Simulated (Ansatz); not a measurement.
C2H6B, SMILES C[B]C, a geometry optimisation

Program: the Python package of Ansatz (0.2.0).

The cells in order, each with its output:

```python
import itertools

import ansatz
from ase.data import atomic_numbers, covalent_radii
import numpy as np
```

```python
geometry_ang = [
    ('C', (-0.6225, 0.8721, -0.7704)),
    ('B', (0.6754, 0.164, -0.4205)),
    ('C', (0.6805, -0.9134, 0.7266)),
    ('H', (-1.362, 0.1874, -1.0983)),
    ('H', (-0.4833, 1.6204, -1.6312)),
    ('H', (-1.0367, 1.4911, 0.103)),
    ('H', (0.0401, -1.7393, 0.5035)),
    ('H', (1.7802, -1.3025, 0.8294)),
    ('H', (0.4168, -0.426, 1.7408)),
]
system = ansatz.Crystal.molecule()
for symbol, xyz in geometry_ang:
    system = system.atom(symbol, xyz)
```

```python
model = (
    system.calculation()
    .basis(gaussian='6-31G*')
    .functional('b3lyp')
    .spin('collinear', total=1)
)
symbols = [site.symbol for site in system.cartesian_sites]
start = np.array([site.position_ang for site in system.cartesian_sites], dtype=float)
def progress(event):
    if event['event'] == 'relax_step':
        row = event['data']
        print(f'step {row["step"]:3d}  E = {row["lagrangian_ev"]:.6f} eV  largest force component {row["allowed_force_max_ev_ang"]:.4f} eV/A')
```

```python
summary = model.relax(force_tolerance=0.02).session().plan().execute(on_event=progress).report
end = np.array(summary['positions_ang'])
```

    step   1  E = -2846.017914 eV  largest force component 3.6841 eV/A
    step   2  E = -2846.375533 eV  largest force component 0.8428 eV/A
    step   3  E = -2846.398710 eV  largest force component 0.4582 eV/A
    step   4  E = -2846.418784 eV  largest force component 0.1428 eV/A
    step   5  E = -2846.418713 eV  largest force component 0.5160 eV/A
    step   6  E = -2846.425486 eV  largest force component 0.0722 eV/A
    step   7  E = -2846.427341 eV  largest force component 0.2279 eV/A
    step   8  E = -2846.430628 eV  largest force component 0.0483 eV/A
    step   9  E = -2846.430539 eV  largest force component 0.0594 eV/A
    step  10  E = -2846.431079 eV  largest force component 0.0120 eV/A
    step  11  E = -2846.431249 eV  largest force component 0.0137 eV/A

```python
print('reference energy %16.6f eV' % summary['reference_energy_ev'])
print('total energy     %16.6f eV' % summary['free_energy_ev'])
print('occupied orbitals outside the frozen core (up, down):', summary['n_occupied'], ' frozen:', summary['n_frozen'], ' virtual:', summary['n_virtual'])
```

    reference energy     -2846.431425 eV
    total energy         -2846.431425 eV
    occupied orbitals outside the frozen core (up, down): [12, 11]  frozen: 0  virtual: [45, 46]

```python
# pairs closer than 1.2 times the sum of covalent radii, before or after
radius = [covalent_radii[atomic_numbers[s]] for s in symbols]
span = lambda where, i, j: np.linalg.norm(where[i] - where[j])
bonded = [(i, j) for i, j in itertools.combinations(range(len(symbols)), 2) if min(span(start, i, j), span(end, i, j)) < 1.2 * (radius[i] + radius[j])]
print('pair        before    after (A)')
for i, j in bonded:
    print(f'{symbols[i]}{i}-{symbols[j]}{j}'.ljust(10), f'{span(start, i, j):8.4f} {span(end, i, j):8.4f}')

charges = summary['charge_distribution']
dipole = np.array(charges['dipole_moment_e_ang']) * 4.803205
print('dipole (D): {:.3f} {:.3f} {:.3f}, length {:.3f}'.format(*dipole, np.linalg.norm(dipole)))
print('atom  Mulliken   Lowdin')
for symbol, m, l in zip(symbols, charges['mulliken_charges_e'], charges['lowdin_charges_e']):
    print(f'{symbol:4s} {m:9.3f} {l:8.3f}')
```

    pair        before    after (A)
    C0-B1        1.5193   1.5589
    C0-H3        1.0598   1.1015
    C0-H4        1.1490   1.0961
    C0-H5        1.1478   1.1041
    B1-C2        1.5737   1.5592
    C2-H6        1.0686   1.1015
    C2-H7        1.1710   1.0965
    C2-H8        1.1557   1.1036
    dipole (D): -0.694 -0.315 0.262, length 0.806
    atom  Mulliken   Lowdin
    C       -0.590   -0.385
    B        0.234   -0.092
    C       -0.590   -0.385
    H        0.148    0.133
    H        0.164    0.138
    H        0.161    0.160
    H        0.147    0.130
    H        0.165    0.140
    H        0.162    0.160

Total energies depend on the basis set; only differences at equal settings carry meaning. The end point is the stationary point reached from this start; no frequency run checks that it is a minimum, and the basis set is modest. The species is open-shell (spin multiplicity 2). The Löwdin charges here are taken after orthogonalising the functions within each atom; they differ from plain Löwdin charges, and their signs can be unphysical. b3lyp holds the VWN-RPA fit, as in Gaussian; the form of ORCA and Turbomole is b3lyp5. Wall time of the script: 25 s on 1 thread of Arm Neoverse V2, with other jobs on the host, peak memory 0.21 GiB.

(Lines on the test bed's own set-up are left out of the output.)
